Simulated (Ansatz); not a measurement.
Basis-set extrapolation for NO₃− (`O=[N+]([O-])[O-]`) (PBE0-D4/def2-TZVPD geometry, frozen core, the Gaussian-basis code of Ansatz). Multiplicity 1, RHF reference.

|  | def2-TZVPPD | def2-QZVPPD |
| --- | --- | --- |
| HF | -279.049162 | -279.060528 |
| MP2 correlation | -0.930161 | -0.997830 |
| CCSD(T) correlation | -0.958028 | -1.021686 |

Energies in hartree. Use E(X) = E(∞) + A·exp(−7.88·√X) for Hartree–Fock and E(X) = E(∞) + B·X^(−2.97) for correlation, with X = 3 and 4.

Q: What is the CCSD(T) energy at the basis-set limit?

A: HF limit: -279.060528 + (-0.011366) × 0.13774 = -279.06209. Correlation limit: -1.021686 + (-0.063658) × 0.74074 = -1.06884. Total: -280.13093 hartree, 77.6 kcal/mol below CCSD(T)/def2-TZVPPD.
